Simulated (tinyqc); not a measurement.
A ladder of methods, and size consistency: correlation methods against full CI in the sto-3g basis, for BH3, spin multiplicity 1. Computed by the program tinyqc with PySCF. 

Geometry (angstrom):
```
atom,x,y,z
B,0.0000,0.0000,0.0270
H,1.2730,0.0000,0.0000
H,-0.6370,1.1030,0.0000
H,-0.6370,-1.1030,0.0000
```

RHF energy of one = -26.048602 hartree

All electrons correlated; +Q is the Davidson correction (1 - c0^2) E_corr. The last columns treat two copies 100 angstrom apart as one system. FCI is the lowest singlet.

Correlation energies (hartree):
```
method,E_corr of one,share of FCI (%),E_corr of two at 100 angstrom,two minus twice one (mhartree)
MP2,-0.04149,67.347,-0.08297,0.000
CISD,-0.05966,96.843,-0.11513,4.180
CISD+Q,-0.06190,100.486,-0.12293,0.874
CCSD,-0.06109,99.173,-0.12218,0.000
CCSD(T),-0.06141,99.683,-0.12281,0.000
FCI,-0.06160,100.000,-,-
```

MP2 recovers 67 %, CISD 96.8 % and CCSD 99.2 % of the FCI value (c0^2 = 0.962 in CISD). MP2 and coupled cluster are size consistent, so their last column vanishes; CISD loses 4.18 mhartree, since a double excitation on each copy is a quadruple of the pair, and the Davidson correction leaves +0.87.
